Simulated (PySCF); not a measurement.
Gas-phase reaction: 2 SiHCl2 + H2 ⇌ 2 SiHCl + 2 HCl

Computed with PySCF (xtb for GFN2) and rigid-rotor harmonic-oscillator thermochemistry at 1 bar. † marks an energy on the PBE0/def2-TZVP geometry and frequencies; other levels use their own. MP2 freezes the core. Open shells (unrestricted): SiHCl2 (multiplicity 2); the rest are closed-shell singlets. GFN2 has no spin-polarisation term. SiHCl2, SiHCl: computed as isolated molecules; such fragments, hydroxides, amides, oligomers or adducts are transient or little studied in the gas. MP2 isn't extrapolated to the basis-set limit.

```json
[
 {"level": "BLYP/def2-TZVP†", "ΔH°(298 K), kJ": "208"},
 {"level": "GFN2-xTB", "ΔH°(298 K), kJ": "162"},
 {"level": "HF/def2-TZVP†", "ΔH°(298 K), kJ": "282"},
 {"level": "MP2/def2-TZVPP†", "ΔH°(298 K), kJ": "(withheld)"},
 {"level": "PBE/def2-TZVP†", "ΔH°(298 K), kJ": "(withheld)"},
 {"level": "PBE0/def2-QZVP†", "ΔH°(298 K), kJ": "(withheld)"},
 {"level": "r2SCAN/def2-TZVP†", "ΔH°(298 K), kJ": "(withheld)"},
 {"level": "ωB97X-V/def2-TZVP†", "ΔH°(298 K), kJ": "249"}
]
```

Q: Some entries are withheld; supply them.

A: 
- MP2/def2-TZVPP†, ΔH°(298 K), kJ: 257
- PBE/def2-TZVP†, ΔH°(298 K), kJ: 249
- PBE0/def2-QZVP†, ΔH°(298 K), kJ: 257
- r2SCAN/def2-TZVP†, ΔH°(298 K), kJ: 303
